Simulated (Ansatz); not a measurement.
# Counterpoise correction, worked out

The pair of NH3 (SMILES N, atoms 1–4) and SiH4 (SMILES [SiH4], atoms 5–9), both closed shells, in one local arrangement (a lower one may exist), relaxed at PBE0-D4/def2-TZVP:

```xyz
9
angstrom
N 0.0136 0.0297 -2.1598
H -0.9185 0.1766 -1.7934
H 0.3456 -0.8559 -1.7990
H 0.6077 0.7550 -1.7780
Si -0.0097 -0.0210 1.5041
H -1.4026 -0.1336 1.0027
H 0.5874 1.2543 1.0336
H 0.7946 -1.1630 1.0007
H -0.0181 -0.0420 2.9890
```

Computed with Ansatz 0.2.0 (basis: def2-TZVPPD); correlated methods freeze the cores.

MP2 total energies in eV:

| system | geometry | basis functions | energy |
| --- | --- | --- | --- |
| pair | pair | all | -9465.81281 |
| NH3 | as in the pair | all (partner as ghosts) | -1536.31778 |
| SiH4 | as in the pair | all (partner as ghosts) | -7929.47307 |
| NH3 | as in the pair | its own | -1536.31174 |
| SiH4 | as in the pair | its own | -7929.46786 |
| NH3 | free (PBE0-D4 minimum) | its own | -1536.31235 |
| SiH4 | free (PBE0-D4 minimum) | its own | -7929.46793 |

**Question.** Work out the interaction energy with and without the counterpoise correction, the superposition error, and the binding energy from the relaxed fragments.

**Answer.** Without correction: -9465.81281 − (-1536.31174) − (-7929.46786) = -0.03321 eV.
With correction (each fragment in the whole basis): -9465.81281 − (-1536.31778) − (-7929.47307) = -0.02196 eV = -0.51 kcal/mol.
The superposition error is the difference, 0.01125 eV, 34 % of the uncorrected value: each fragment borrows its partner's functions.
Deformation from the free shapes: 0.00061 eV for NH3 and 0.00007 eV for SiH4.
Binding energy from relaxed fragments: -0.02196 + 0.00061 + 0.00007 = -0.02128 eV = -0.49 kcal/mol (electronic, without zero-point energy; negative means bound). For comparison, the corrected interaction energy by CCSD(T) at an estimated basis limit (MP2 extrapolated from triple and quadruple zeta, plus CCSD(T) − MP2 in triple zeta) is -0.036 eV.

No T1 diagnostic of these runs exceeds 0.011.

For scale, one of the runs: CCSD(T)/def2-TZVPPD, 204 basis functions (an equivalent command: `ansatz run in.yaml --threads 2`). Time: 26 s of wall clock on 2 CPU threads; the host was shared. Peak host memory: 2.5 GiB.
